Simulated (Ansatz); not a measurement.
Born–Oppenheimer molecular dynamics of C₂H₃FN (7 atoms, charge 0, multiplicity 2). It starts at the highest image of a converged band, a first-order saddle point between two minima.

These are results of UKS PBE-D4/def2-SVP (Ansatz 0.2.0), not measurements.

| Quantity | Value |
| --- | --- |
| ensemble | NVE (velocity Verlet) |
| time step | 0.5 fs |
| steps asked | 200 |
| starting velocities drawn for | 300 K |
| seed | 9335 |

First frame:

```xyz
7
Properties=species:S:1:pos:R:3
N -1.325 0.921 -0.029
C -0.125 0.509 0.066
C 0.655 -0.582 -0.350
F 0.187 -1.660 -1.029
H -1.689 1.493 0.745
H 1.753 -0.487 -0.399
H 0.544 -0.194 0.995
```

Problem. What does the run give?

Solution. The run went to its last step.

| Property | Result |
| --- | --- |
| steps done | 200 |
| time covered | 100 fs |
| mean temperature over the second half | 1718 K |
| spread of the potential energy over the second half | 49.0 meV per atom |
| mean potential energy of the second half above the start | -130.9 meV per atom |

The conserved energy stayed within 0.49 meV per atom of its start (net change 0.074 meV per atom), so the integration is sound. The system heated up, since it started high on the potential surface and ran downhill. A run of 0.1 ps of so small a system gives no equilibrium averages.

Problem. What happens to the structure?

Solution. The step under study would form C2–H7 and break C3–H7. These pairs go: C2–H7 1.34 → 1.09 Å, C3–H7 1.40 → 2.14 Å. In the last frame they stand as after the step (other bonds may differ from the relaxed reactants and products). It ends as one piece, C2H3FN. Pairs count as bonded within 1.25 times the sum of covalent radii (0.12 Å more for H–H). This is one draw of velocities; another would differ in detail.

Problem. How do temperature and energy run in time?

Solution. 
```tsv
time (fs)	T (K)	potential energy less start (eV)	conserved less start (meV/atom)
0.0	300	0.000	0.00
5.0	179	0.079	0.10
10.0	522	-0.142	0.14
15.0	2206	-1.234	-0.31
20.0	1826	-0.985	0.08
25.0	1828	-0.990	-0.36
30.0	1416	-0.722	-0.07
35.0	1953	-1.068	0.02
40.0	2463	-1.398	-0.03
45.0	1234	-0.602	0.26
50.0	1207	-0.585	0.15
55.0	1971	-1.080	-0.02
60.0	2261	-1.269	-0.27
65.0	1040	-0.477	0.12
70.0	1241	-0.608	0.02
75.0	2242	-1.256	-0.10
80.0	1526	-0.792	0.01
85.0	1085	-0.507	0.06
90.0	1774	-0.953	-0.05
95.0	2571	-1.467	0.03
100.0	2053	-1.132	0.07
```

The run took 2.5 min on 2 threads of AMD EPYC 9R14 (Zen 4) (shared host), peak memory 0.16 GiB.
